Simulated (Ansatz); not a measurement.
Start from `C=C(N)Cl` and change one atom or group to get `C=C(Cl)CF`.

Ansatz, PBE0-D4/def2-TZVP geometries, multiplicity 1. Each molecule was computed in one conformer, which needn't be the lowest.

```
                                        property  `C=C(N)Cl`
  zero-point energy (PBE0-D4/def2-TZVP) / kJ/mol       157.6
size of the dipole moment (B3LYP/def2-TZVPP) / D        2.10
         HOMO–LUMO gap (ωB97M-V/def2-TZVPP) / eV       10.98
             LUMO energy (B3LYP/def2-TZVPP) / eV        0.28
               LUMO energy (PBE/def2-TZVPP) / eV       -0.42
              LUMO energy (PBE0/def2-TZVPP) / eV        0.54
```

(1) What does the change do to each property? (An estimate is asked.)

Results:

(1) Ansatz gave: 
```json
{"property": "zero-point energy (PBE0-D4/def2-TZVP) / kJ/mol", "`C=C(Cl)CF`": "168.5", "shift": "10.9"}
{"property": "size of the dipole moment (B3LYP/def2-TZVPP) / D", "`C=C(Cl)CF`": "0.26", "shift": "-1.84"}
{"property": "HOMO–LUMO gap (ωB97M-V/def2-TZVPP) / eV", "`C=C(Cl)CF`": "11.70", "shift": "0.72"}
{"property": "LUMO energy (B3LYP/def2-TZVPP) / eV", "`C=C(Cl)CF`": "-0.49", "shift": "-0.77"}
{"property": "LUMO energy (PBE/def2-TZVPP) / eV", "`C=C(Cl)CF`": "-1.24", "shift": "-0.82"}
{"property": "LUMO energy (PBE0/def2-TZVPP) / eV", "`C=C(Cl)CF`": "-0.25", "shift": "-0.79"}
```

With PBE0 the HOMO falls by 1.20 eV and the LUMO falls by 0.79 eV, so the gap widens by about 0.41 eV. PBE moves the HOMO by -1.20 eV and ωB97M-V by -1.20 eV. The zero-point energy changes by 10.9 kJ/mol with +3 modes. Dipoles are sizes alone; their direction can turn.

B3LYP here is the variant with VWN-RPA as its local correlation; programs differ in this.
